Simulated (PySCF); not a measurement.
All values below come from PBE-D3(BJ)/def2-TZVP // B3LYP-D3(BJ)/def2-SVP in PySCF 2.14.0. All species are isolated molecules in the gas phase. 

Reference species (SMILES): `N` (neutral, multiplicity 1).

```json
{
  "dipole_moment": "1.75 D",
  "HOMO–LUMO gap": "6.26 eV",
  "HOMO": "-6.07 eV"
}
```

Changed species: `CO` (free base CH3OH; the reference has free base NH3).

Question: Give the shifts of the dipole moment, HOMO–LUMO gap and HOMO.

Answer: the dipole moment falls by 0.16 D, to 1.59 D; the HOMO–LUMO gap goes up by 0.11 eV, to 6.37 eV; the HOMO decreases by 0.10 eV, to -6.17 eV.
